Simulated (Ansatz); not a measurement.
**GeH$_{4}$⁺, doublet in cc-pVTZ: errors against UCCSDT(Q)**

Geometry: a PBE0/def2-TZVP stationary point for this spin, not checked as a minimum.

```yaml
atoms:
  - { symbol: Ge, position_ang: [0.0000, 0.0000, 0.0000] }
  - { symbol: H, position_ang: [0.5613, 1.0339, 1.0326] }
  - { symbol: H, position_ang: [-0.5699, -1.0297, 1.0321] }
  - { symbol: H, position_ang: [-0.5592, 1.0308, -1.0368] }
  - { symbol: H, position_ang: [0.5678, -1.0351, -1.0279] }
```

Basis cc-pVTZ; Ansatz 0.2.0. Only valence electrons are correlated (noble-gas cores and the filled d shells of p-block atoms frozen), which leaves 7 electrons in 85 orbitals. Prefix R: restricted or restricted open-shell reference; prefix U: unrestricted. Active spaces: valence = (7e, 8o) chosen from the atoms' valence shells. No spin–orbit coupling is included, and no scalar relativity.

Full CI isn't at hand for all of this; UCCSDT(Q) serves as the reference, and is uncertain by about the last step of the cluster series. The frozen core follows each run's orbitals, which can shift R against U totals by a few meV for light atoms and by up to 0.1 eV past Ca.

```
UHF ⟨S²⟩                          : 0.798
T1 diagnostic (RCCSD)             : 0.0243
largest doubles amplitude (RCCSD) : 0.058
T1 diagnostic (UCCSD)             : 0.0240
```

Problem. From what is known of these methods and the diagnostics, rank them by the size of their error in total energy against UCCSDT(Q) in cc-pVTZ, smallest first (an estimate: the text doesn't fix the numbers).
A. UCCSD(T)
B. UCCSDT
C. UHF
D. UCCSD
E. UMP2

Solution. B (0.4 kJ/mol), A (3.2 kJ/mol), D (14.7 kJ/mol), E (96.7 kJ/mol), C (409.1 kJ/mol).

All errors are against UCCSDT(Q) in cc-pVTZ. Within each family the higher level lies nearer, as is usual though not guaranteed.

Natural occupations of CASSCF (valence space) about the gap: 1.978 1.940 1.940 1.020 0.043 0.033 0.024 0.024; effectively unpaired electrons, Σ n²(2−n)², 1.04.
